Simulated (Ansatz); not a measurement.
1T (CdI2-type) PtS2, treated with r²SCAN (Ansatz, a quantum-chemistry and plane-wave program, plane waves, PAW).

Run with plane-wave cutoff 500 eV, 12×12×8 k mesh (along the axes of the cell as run), Fermi–Dirac smearing 0.05 eV, scalar-relativistic PAW data made under PBE.

Computed at the level's own relaxed cell.

Task: Predict the volume per atom, lattice constant a and c axis length.

Result: 
- volume per atom: 20.39 Å³/atom
- lattice constant a: 3.548 Å
- c axis length: 5.611 Å

Measured, for comparison: lattice constant a 3.542 Å (temperature not stated, not corrected to a static lattice; as tabulated in Björkman (2014), arXiv:1406.2436); lattice parameter c 5.036 Å (temperature not stated, zero-point anharmonic expansion removed (computed with revB86b-DF2); no thermal correction; as tabulated in Björkman (2014), arXiv:1406.2436). Computed (rounded) less measured: lattice constant a +0.2 %, lattice parameter c +11.4 %.

Note: the cell comes from a level without a dispersion term, which matters for the spacing of layers, chains or molecules; the cell has widely spaced layers and the level no dispersion term, so their spacing and the moduli can rest on weak binding.

Spin–orbit coupling is not included.

Cost on a shared machine: about 2.2 core-minutes (a rough figure).
